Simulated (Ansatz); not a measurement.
# SiH4S2: one species, many methods

One table from this session's results is given with a row withheld; the runs are named, their logs left out.

Computed with Ansatz 0.2.0, Gaussian basis. Level: functionals in def2-TZVPP, the program's frozen cores in correlated methods.

The runs, in order: LDA (SPW92), PBE-D4, revPBE-D4, BLYP-D4, r2SCAN-D4, B97M-V, PBE0-D4, B3LYP-D4, r2SCANh-D4, r2SCAN0-D4, HSE06-D4, BHLYP-D4, CAM-B3LYP-D4, LC-ωPBE, ωB97X-V, ωB97M-V, B2PLYP, PBE-QIDH; CCSD(T)/def2-SVP; CCSD(T)/def2-TZVPP; MP2/def2-QZVPP; extrapolation to the limit; RPA on PBE.

## The geometry

The geometry comes from an earlier relaxation with PBE0-D4 in a triple-zeta def2 set; it is a stationary point, not always the lowest conformer.

SMILES `[SiH3]SS`, 7 atoms, charge 0, spin multiplicity 1.

Atoms are counted from 1 here; the program's logs count them from 0.

Bond lengths: Si1–S2 2.143 Å, Si1–H4 1.482 Å, Si1–H5 1.484 Å, Si1–H6 1.487 Å, S2–S3 2.065 Å, S3–H7 1.346 Å. Angles: S2–Si1–H4 110.2°, S2–Si1–H5 110.0°, S2–Si1–H6 106.0°, H4–Si1–H5 109.8°, H4–Si1–H6 110.5°, H5–Si1–H6 110.2°, Si1–S2–S3 97.1°, S2–S3–H7 98.0°.

The first run:

Input file in.yaml:

```yaml
crystal:
  periodic: [false, false, false]
  atoms:
    - {symbol: Si, position_ang: [-0.825430, 0.525771, -0.206038]}
    - {symbol: S, position_ang: [0.421317, -0.079082, 1.429285]}
    - {symbol: S, position_ang: [1.383851, -1.626938, 0.458894]}
    - {symbol: H, position_ang: [-1.677843, -0.604313, -0.646316]}
    - {symbol: H, position_ang: [0.013409, 0.993501, -1.337506]}
    - {symbol: H, position_ang: [-1.662819, 1.641728, 0.307609]}
    - {symbol: H, position_ang: [2.408816, -0.918668, -0.051529]}
basis:
  gaussian: {orbitals: def2-TZVPP}
hamiltonian: {xc: lda}
output: {orbitals: {seedname: orbitals}}
```

On the command line:

```
$ ansatz run in.yaml --threads 2 --pin off --events-out ev --progress --plain --max-ram 4352MiB
```

Among the steps run: LDA; PBE-D4 (GGA); revPBE-D4 (GGA); BLYP-D4 (GGA); r2SCAN-D4 (meta-GGA); B97M-V (meta-GGA); PBE0-D4 (hybrid); B3LYP-D4 (hybrid); r2SCANh-D4 (hybrid); r2SCAN0-D4 (hybrid); HSE06-D4 (hybrid); BHLYP-D4 (hybrid); CAM-B3LYP-D4 (range-separated); LC-ωPBE (range-separated); ωB97X-V (range-separated); ωB97M-V (range-separated); B2PLYP (double hybrid); PBE-QIDH (double hybrid).

One table of the session follows, with a row left open; its other results are not shown here.

It belongs to the step «Frontier levels by functional». 

| functional | HOMO (eV) | gap (eV) |
| --- | --- | --- |
| LDA (SPW92) | -6.23 | 3.84 |
| PBE-D4 | ? | ? |
| revPBE-D4 | -6.07 | 3.96 |
| BLYP-D4 | -5.95 | 3.91 |
| r2SCAN-D4 | -6.37 | 4.37 |
| B97M-V | -6.50 | 4.56 |
| PBE0-D4 | -7.31 | 6.11 |
| B3LYP-D4 | -7.07 | 5.65 |
| r2SCANh-D4 | -6.81 | 5.17 |
| r2SCAN0-D4 | -7.47 | 6.38 |
| HSE06-D4 | -6.91 | 5.33 |
| BHLYP-D4 | -8.36 | 8.26 |
| CAM-B3LYP-D4 | -8.60 | 8.56 |
| LC-ωPBE | -9.98 | 11.13 |
| ωB97X-V | -9.62 | 10.66 |
| ωB97M-V | -9.44 | 10.32 |

Q: Estimate the row for PBE-D4 from the others.

The run gave: HOMO (eV): -6.12; gap (eV): 3.93. In the column «HOMO (eV)» it lies between LDA (SPW92) (-6.23) and revPBE-D4 (-6.07).
